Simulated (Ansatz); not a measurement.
A run for Ansatz (an electronic-structure program): R-wB97M-V/def2-TZVPPD on CH4S (SMILES CS). Files ending in .json are basis or fitting sets from the Basis Set Exchange.

Ansatz 0.2 input:
```yaml
crystal:
  periodic: [false, false, false]
  atoms:
    - {symbol: S, position_ang: [-1.51439900, -0.79999400, -0.11697900]}
    - {symbol: C, position_ang: [-1.57014400, 1.01297400, 0.01160700]}
    - {symbol: H, position_ang: [-1.55457900, -1.05260000, 1.20049200]}
    - {symbol: H, position_ang: [-1.54556000, 1.39238100, -1.01019600]}
    - {symbol: H, position_ang: [-0.70866100, 1.40255300, 0.55309700]}
    - {symbol: H, position_ang: [-2.49314500, 1.33992300, 0.48665400]}
basis:
  gaussian:
    orbitals: def2-TZVPPD.json
hamiltonian:
  xc: {name: wB97M-V}
scf: {lower_state_search: off}
```

It printed:

```
WARN ansatz: RAYON_NUM_THREADS=1 ignored (pool sized by the plan → 1); use --threads N
Functional definition: wB97M-V
these checks for a lower state are left out or cut short: stability, starts, cluster_reference, orbital_swaps, neighbouring_geometries, increment
integrals: 0.07 GiB planned
728 factors; their error is unknown
integrals: 0.11 GiB planned
211 factors; integrals over basis functions are off by at most 3.1e-5 eV
mean field: 0.69 GiB planned
mean field evaluation 1: about -11935.3256 eV, gradient 2.7e1 eV
mean field evaluation 2: about -11936.0682 eV, gradient 2.0e1 eV
mean field evaluation 4: about -11936.9475 eV, gradient 5.5e-1 eV
mean field evaluation 8: about -11936.9527 eV, gradient 3.9e-1 eV
mean field evaluation 16: about -11936.9529 eV, gradient 1.9e-5 eV
mean field -11936.95285253 eV, -438.6749261731 hartree, gradient 5.1e-6 eV, S^2 0.000000; 0 other end points of the search recorded, 0 dependent functions left out
reference -11936.95291510 eV, -438.6749284725 hartree; 13, 13 occupied and 143, 143 virtual orbitals, 728 factors
Total energy: -11936.95291510 eV, -438.6749284725 hartree
Checks for a lower state left out: stability, starts, cluster_reference, orbital_swaps, neighbouring_geometries, increment
```

The run converged.

Cost: very roughly 3 core-seconds.
